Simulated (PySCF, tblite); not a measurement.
**C₄H₅N₂ radical: geometry, infrared bands and EPR parameters**

What infrared bands and EPR parameters should C₄H₅N₂ radical (`[N]=CC[C@@H]1C=N1`) show?

The runs use tblite 0.8.0 and PySCF 2.14.0, with density-fitted response routines of our own; the level of theory stands in each step. All values are computed, except where a source is named. Atoms count from 0, in the outputs and in this text.

### Step 1. The molecule as given

11 atoms, charge 0, multiplicity 2; geometry from: force field or distance geometry start.

Bonds of the start (Å): N0–C1 1.29, C1–C2 1.52, C2–C3 1.51, C3–C4 1.50, C4–N5 1.28, N5–C3 1.43, C1–H6 1.09, C2–H7 1.11, C2–H8 1.10, C3–H9 1.08, C4–H10 1.09.

### Step 2. Geometry optimisation with GFN2-xTB

What the job is given:

```
{"job": {"kind": "relax", "xc": "GFN2-xTB", "basis": "xTB"}, "charge": 0, "multiplicity": 2}
N     -1.938500     0.930700    -1.271500
C     -1.700500     0.445300    -0.104900
C     -0.529500    -0.500600     0.117000
C      0.703900     0.342300    -0.070700
C      2.040400    -0.312300     0.091200
N      1.556800     0.355400     1.074800
H     -2.327800     0.713000     0.741200
H     -0.645400    -1.273500    -0.674600
H     -0.611600    -1.006300     1.085200
H      0.598600     1.218600    -0.700800
H      2.859000    -0.910000    -0.312800
```

Launch:

```sh
> OMP_NUM_THREADS=1 python probes_run.py task.json out
```

This one command runs all jobs of the session in turn.

**Question.** This job is followed by: GFN2-xTB harmonic vibrations, gas phase; UKS B3LYP, pcH-1 on C H N, non-relativistic, mean-field spin-orbit, GIAO. Predict these results of the whole session: strongest single infrared mode (GFN2-xTB); zero-point energy (GFN2-xTB); g(iso) (B3LYP); ⟨S²⟩; largest a(iso); surface potential, 1st and 99th percentile.

As calculated:

| quantity | value |
| --- | --- |
| strongest single infrared mode (GFN2-xTB) | 1792 cm⁻¹, 57 km/mol |
| zero-point energy (GFN2-xTB) | 49.9 kcal/mol |
| g(iso) (B3LYP) | 2.00277 |
| ⟨S²⟩ | 0.758 (exact 0.75) |
| largest a(iso) | 1H on H6, 253.3 MHz |
| surface potential, 1st and 99th percentile | -1.74 V and 1.87 V |

The optimisation took 90 steps and gained 0.509 eV; among the close pairs (by a distance rule), C3–N5 changed most, from 1.428 to 1.502 Å. All 27 modes are real, so the xTB geometry is a minimum. The strongest single mode, at 1792 cm⁻¹, moves mainly N5 and C4. GFN2-xTB is a fitted tight-binding method: band positions and strengths are rough. Its intensities can rank the bands wrongly. Most of the unpaired spin sits on N0 (0.93 e). The isotropic g lies 0.5 ppt above the free-electron value.
